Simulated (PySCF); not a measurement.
Job for PySCF: R-B3LYP/6-31G* on hydrogen isocyanide (SMILES [C-]#[NH+]), a point of a bond scan (R = 0.997 Å).

```python
from pyscf import gto, scf, dft, mp
from pyscf.data.elements import chemcore

mol = gto.M(
    atom='''
    C    -0.00000000   -0.00000000   -0.73641702
    N     0.00000000    0.00000000    0.42763144
    H     0.00000000    0.00000000    1.42508202
    ''',
    basis='6-31g*',
    cart=True,
    charge=0, spin=0, verbose=3, max_memory=1800)
mf = dft.RKS(mol, xc='b3lyp')
mf.conv_tol = 1e-8
mf.max_cycle = 100
mf.kernel()
if not mf.converged:
    mf = mf.newton().run(mf.mo_coeff, mf.mo_occ)
```

Output:

```
converged SCF energy = -93.3957726043235
```

The run converged.

Cost: very roughly 0.25 core-seconds.
